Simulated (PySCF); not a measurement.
**How far each method lies from full CI for BN⁺, doublet**

Geometry: that of the BN, singlet, kept fixed.

| atom | x (Å) | y (Å) | z (Å) |
| --- | --- | --- | --- |
| B | 0.0000 | 0.0000 | 0.0000 |
| N | 0.0000 | 0.0000 | 1.2615 |

Basis 6-31G; PySCF 2.14.0. Only valence electrons are correlated (noble-gas cores frozen), which leaves 7 electrons in 16 orbitals. Prefix R: restricted or restricted open-shell reference; prefix U: unrestricted.

Full CI is exact within this basis and frozen core; it isn't the basis-set limit. The frozen core follows each run's orbitals, which can shift R against U totals by a few meV.

HF rows: RHF is the determinant under the cluster runs. The determinant for coupled cluster was chosen by a search with trial CCSD, here up to 0.09 eV above the lowest Hartree–Fock solution of its kind, and MP2 stands on that determinant too.

- UHF ⟨S²⟩: 1.755
- ⟨S²⟩ of the determinant under UCCSD: 0.779
- T1 diagnostic (ROHF- or RHF-based CCSD): 0.1416
- largest doubles amplitude (ROHF- or RHF-based CCSD): 0.225

```
   level  E − E(RHF) (eV)
    RMP2          -4.1509
   RCCSD          -4.7664
RCCSD(T)          -5.3212
```

(1) Estimate how far full CI in 6-31G lies from RCCSD(T). The table doesn't fix it; the size of (T) and the diagnostics are the guide.

(1) Full CI in 6-31G lies 49 meV above RCCSD(T), which is 9 % of the (T) step (-555 meV). (T) overshoots here: it takes the energy past the reference. The miss exceeds 1 kcal/mol.

The other levels:

```tsv
level	E − E(full CI) (meV)	share of correlation (%)	wall time
RCCSDT	9	99.84	3.4 s
```

The correlation energy at full CI, counted from RHF, is -5.272 eV. Full CI, over all symmetries tried, took 28 s on 1 thread of Arm Neoverse V2, shared host; the state has 254,800 determinants.

Run but not shown, since their state, orbitals or frozen core can't be matched to the reference's or they repeat it: UHF, UMP2, UCCSD, UCCSD(T), UCCSDT.

Times are those of the correlated step on a shared host, with one SCF added for the restricted CCSD run; they ran on 1 thread of Arm Neoverse V2.

Not variational, and here over 5 meV under the exact energy: RCCSD(T).

The full-CI state has the irrep B2 of C2v, in the program's axes (one component, if the state is degenerate).

Natural occupations of full CI about the gap: 1.979 1.897 1.698 0.970 0.287 0.098 0.038 0.014 0.005 0.005; effectively unpaired electrons, Σ n²(2−n)², 1.58.
